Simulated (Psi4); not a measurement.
**NH3 (ammonia): r2SCAN/cc-pVDZ**

What is the vertical electron affinity of NH3 (ammonia) at r2SCAN/cc-pVDZ? 

Program for the calculation: Psi4 1.11.

4 further runs of the same task are left out: 4 set aside as unsound or not needed. Runs told in other sessions of the task aren't counted.

## Step 1: The structure to begin with

NH3 has 4 atoms, charge 0, and is taken as a singlet. SMILES: `N`. Geometry: relaxed at PBE0-D4/def2-TZVP.

Bond lengths: N1–H2 1.013 Å, N1–H3 1.013 Å, N1–H4 1.013 Å. Angles: H2–N1–H3 107.1°, H2–N1–H4 107.1°, H3–N1–H4 107.1°.

## Step 2: A single-point energy at r2SCAN/cc-pVDZ

calc.dat

```
memory 1600 MB

molecule mol {
  0 1
  N     -0.069910     0.249470     0.110930
  H      0.490470    -0.301820     0.749180
  H     -0.887480    -0.301940    -0.118910
  H      0.466920     0.354280    -0.741200
  symmetry c1
}

set {
  basis                cc-pVDZ
  reference            rks
  puream               true
  scf_type             pk
  dft_radial_points    150
  dft_spherical_points 974
}

energy('r2scan')
```

Command:

```sh
$ psi4 -n 1 calc.dat calc.out
```

calc.out:

```text
[...]
  Running in c1 symmetry.
[...]
  Nuclear repulsion =   11.949539011427511
[...]
  Multiplicity = 1
[...]
  Nalpha       = 5
  Nbeta        = 5
[...]
    Number of basis functions: 29
[...]
   @RKS iter   1:   -56.29985497292184   -1.21415e-01   2.47064e-02 ADIIS/DIIS
[...]
   @RKS iter   7:   -56.51812190337519   -1.91475e-09   2.04067e-07 DIIS
[...]
    Orbital Energies [Eh]
    ---------------------
    Doubly Occupied:
       1A    -14.137774     2A     -0.804346     3A     -0.414411
       4A     -0.414407     5A     -0.211013
[...]
  @RKS Final Energy:   -56.51812190337519
   => Energetics <=
    Nuclear Repulsion Energy =             11.9495390114275111
    One-Electron Energy =                 -99.7461408286568343
    Two-Electron Energy =                  39.2929543119184217
    DFT Exchange-Correlation Energy =      -8.0144743980642978
    Empirical Dispersion Energy =           0.0000000000000000
    VV10 Nonlocal Energy =                  0.0000000000000000
    Total Energy =                        -56.5181219033751887
[...]
 Multipole Moments:
 ------------------------------------------------------------------------------------
     Multipole            Electronic (a.u.)      Nuclear  (a.u.)        Total (a.u.)
 ------------------------------------------------------------------------------------
 L = 1.  Multiply by 2.5417464519 to convert [e a0] to [Debye]
 Dipole X            :         -0.0601304            0.2156503            0.1555199
 Dipole Y            :          0.2145533           -0.7695439           -0.5549905
 Dipole Z            :          0.0954042           -0.3421840           -0.2467799
 Magnitude           :                                                    0.6269779
[...]
```

It took 36 s on 1 thread of Intel Xeon Platinum 8259CL at 2.50GHz (Skylake/Cascade Lake), shared host; peak memory 0.88 GiB.

## Step 3: The doublet anion at the same level

input.in

```
memory 1600 MB

molecule mol {
  -1 2
  N     -0.069910     0.249470     0.110930
  H      0.490470    -0.301820     0.749180
  H     -0.887480    -0.301940    -0.118910
  H      0.466920     0.354280    -0.741200
  symmetry c1
}

set basis cc-pVDZ
set reference uks
set puream true
set scf_type pk
set dft_radial_points 150
set dft_spherical_points 974
set maxiter 100

energy("r2scan")
```

Command:

```sh
$ psi4 input.in input.out -n 1
```

input.out:

```text
[...]
  Running in c1 symmetry.
[...]
  Nuclear repulsion =   11.949539011427511
[...]
  Multiplicity = 2
[...]
  Nalpha       = 6
  Nbeta        = 5
[...]
    Number of basis functions: 29
[...]
   @UKS iter   1:   -56.05059689086482    1.27843e-01   2.87559e-02 DIIS/ADIIS
[...]
   @UKS iter   8:   -56.37034838118523   -8.69676e-09   2.94002e-07 DIIS
[...]
   @S^2 Observed:                7.535741811E-01
[...]
    Orbital Energies [Eh]
    ---------------------
    Alpha Occupied:
       1A    -13.841991     2A     -0.522729     3A     -0.139827
       4A     -0.139822     5A      0.055533     6A      0.241961
    Alpha Virtual:
       7A      0.333643     8A      0.333644     9A      0.774462
      10A      0.774469    11A      0.892488    12A      1.004150
      13A      1.088428    14A      1.088430    15A      1.355123
      16A      1.355134    17A      1.417125    18A      1.790943
      19A      1.953436    20A      1.995817    21A      1.995825
      22A      2.293833    23A      2.293839    24A      2.540215
      25A      2.812703    26A      2.812711    27A      2.954500
[...]
  @UKS Final Energy:   -56.37034838118523
   => Energetics <=
    Nuclear Repulsion Energy =             11.9495390114275111
    One-Electron Energy =                -102.3985593506084228
    Two-Electron Energy =                  42.2934758772202031
    DFT Exchange-Correlation Energy =      -8.2148039192245168
    Empirical Dispersion Energy =           0.0000000000000000
    VV10 Nonlocal Energy =                  0.0000000000000000
    Total Energy =                        -56.3703483811852308
  UHF NO Occupations:
  HONO-2 :    4  A 1.9992159
  HONO-1 :    5  A 1.9992159
[...]
 Multipole Moments:
 ------------------------------------------------------------------------------------
     Multipole            Electronic (a.u.)      Nuclear  (a.u.)        Total (a.u.)
 ------------------------------------------------------------------------------------
 L = 1.  Multiply by 2.5417464519 to convert [e a0] to [Debye]
 Dipole X            :         -0.2570110            0.2156503           -0.0413607
 Dipole Y            :          0.9171535           -0.7695439            0.1476096
 Dipole Z            :          0.4078049           -0.3421840            0.0656209
 Magnitude           :                                                    0.1667495
[...]
```

It took 54 s on 1 thread of Intel Xeon Platinum 8259CL at 2.50GHz (Skylake/Cascade Lake), shared host; peak memory 0.87 GiB.

## Step 4: Outcome

At r2SCAN/cc-pVDZ:

```
                                         quantity         value
                        singlet NH3: total energy  -56.51812 Eh
                       singlet NH3: dipole moment        1.59 D
                         singlet NH3: HOMO energy      -5.74 eV
                         singlet NH3: LUMO energy       2.10 eV
                       singlet NH3: HOMO–LUMO gap       7.84 eV
                      doublet anion: total energy  -56.37035 Eh
doublet anion: HOMO energy (highest over α and β)       6.58 eV
 doublet anion: LUMO energy (lowest over α and β)       8.75 eV
                              doublet anion: ⟨S²⟩         0.754
vertical electron affinity (to the doublet anion)     -4.021 eV
```

In words: The anion lies 4.02 eV (388 kJ/mol) above the neutral: the electron isn't bound at this level, and such a value depends on the basis. Without diffuse functions anions come out too high. The HOMO (doublet anion) lies at positive energy, 6.58 eV, from the functional's self-interaction, a short basis or an electron that isn't bound; only total energies against the neutral tell.
